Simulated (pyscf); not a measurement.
Structures and frequencies: ωB97X-D3(BJ)/def2-SVP in PySCF.

Task: Estimate by transition-state theory the rate constant of Cl–Sn(Cl)(Cl)–Cl + HF -> HCl + F–Sn(Cl)(Cl)–Cl (singlet surface; Cl–Sn, F–H broken, Cl–H, F–Sn formed) at 600 K, with ωB97M-D3(BJ)/def2-TZVP energies (ideal gas, 1 atm, RRHO with modes under 100 cm⁻¹ raised to 100, one conformer, R ln 2 for rigid chiral ones; no tunnelling).

Result: The electronic barrier is 16.6 kcal/mol and the thermal terms add +17.1, so ΔG‡ = 33.7 kcal/mol. With k_BT/h = 1.25e+13 s⁻¹ and RT = 1.192 kcal/mol, and a volume of 8.18e-20 cm³ per molecule at 1 atm, k = 5.5e-19 cm³ molecule⁻¹ s⁻¹. Wigner's tunnelling factor for 544i cm⁻¹ would be 1.07. A shift of 1 kcal/mol in the barrier changes k by a factor 2.3. On the product side the descent ends in a complex, 4.3 kcal/mol under the separated species and 10.6 kcal/mol under the saddle at ωB97X-D3(BJ)/def2-TZVP. This is the saddle that the search found; another between the same sides may lie lower. Elements past Kr carry the def2 core potentials, without spin-orbit coupling.
